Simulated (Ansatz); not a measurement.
```yaml
crystal:
  periodic: [false, false, false]
  atoms:
    - {symbol: Mo, position_ang: [0.000000, 0.000000, 0.000000]}
    - {symbol: H, position_ang: [0.000000, 0.000000, 1.760000]}
basis:
  gaussian: {orbitals: def2-TZVP}
total_charge: 1
magnetization: {spin_polarized: true, initial_magnetization: 2}
hamiltonian: {xc: pbe0}
relax: {f_tol: 0.004, max_steps: 80}
```

```sh
$ ansatz run in.yaml --threads 1 --pin off --events-out ev --progress --plain --max-ram 2176MiB
```

Steps of the relaxation (energy above the last step; positions in Å, forces in eV/Å):

```
2
step 1, 68.0 meV
Mo    0.000    0.000    0.000    0.000    0.000    1.236
H     0.000    0.000    1.760    0.000    0.000   -1.236
```

```
2
step 2, 45.4 meV
Mo    0.000    0.000    0.089    0.000    0.000   -1.283
H     0.000    0.000    1.671    0.000    0.000    1.283
```

```
2
step 3, 0.7 meV
Mo    0.000    0.000    0.056    0.000    0.000   -0.143
H     0.000    0.000    1.704    0.000    0.000    0.143
```

```
2
step 4, 0.0 meV
Mo    0.000    0.000    0.051    0.000    0.000    0.001
H     0.000    0.000    1.709    0.000    0.000   -0.001
```

Close pairs at the end: Mo1–H2 1.657 Å.

A stationary point of unrestricted PBE0 after 4 steps, with ⟨S²⟩ = 3.009 against 2.00 for a pure state. 15 s on 1 thread of Intel Xeon 6975P-C, shared host.
